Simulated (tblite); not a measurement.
Compound: C4H4O (charge +1 and doublet state).
Geometry (GFN2-xTB, Å), atoms numbered from 1 in this order:
```
atom  x, y, z in Å
O1     1.2350    0.1035   -1.8804
C2     0.6167    0.1240   -0.8995
C3     0.2521    1.0527    0.2112
C4    -0.4983    0.2120    0.9219
C5    -0.2815   -0.8942   -0.0794
H6     0.5754    2.0852    0.2582
H7    -1.0545    0.2539    1.8400
H8     0.3252   -1.7364    0.2640
H9    -1.1566   -1.1946   -0.6611
```

Structure optimised with GFN2-xTB, isolated species. This method treats the open shell by occupation alone, without spin polarisation.

Take the most abundant isotopes and a rigid rotor. 

(1) What are A, B and C (cm⁻¹)?

(2) What kind of rotor is it?

(3) What does the inertial defect say?

(4) Give the other two planar moments, Paa and Pbb, and the rms extents of the mass along the axes.

(5) Estimate the classical rotational partition function at 25 K, 100 K and 500 K.

## Answers

(1) Ia = 36.59, Ib = 98.79, Ic = 132.01 u·Å²; 505379 MHz·u·Å²/I gives 13811, 5116 and 3828 MHz, that is A = 0.46067, B = 0.17064, C = 0.12770 cm⁻¹.

(2) An asymmetric top. Ray's parameter κ = (2B − A − C)/(A − C) = -0.742; −1 is the prolate and +1 the oblate limit.

(3) Not planar: Δ = Ic − Ia − Ib = -3.37 u·Å². For a rigid frame Δ = −2 Σ m c², so Σ m c² = 1.69 u·Å² lies off the ab plane, practically all of it from hydrogen. The atom farthest from that plane is 0.92 Å away.

(4) Paa = Σ m a² = (Ib + Ic − Ia)/2 = 97.10 and Pbb = Σ m b² = (Ia + Ic − Ib)/2 = 34.91 u·Å². With the mass M = 68.03 u, the rms extents √(P/M) along a, b and c are 1.19, 0.72, 0.16 Å.

(5) Point group Cs, symmetry number σ = 1; q = (√π/σ)·√((kT/h)³/(ABC)), k/h = 20836.6 MHz/K: 1280 at 25 K, 10300 at 100 K, 115000 at 500 K.

For this open shell read J as N, the rotation without spin; fine and hyperfine splittings come on top. Its GFN2-xTB frequencies are all real (lowest 72 cm⁻¹). Zero-point vibration and centrifugal distortion are left out.

All values are computed, not measured.
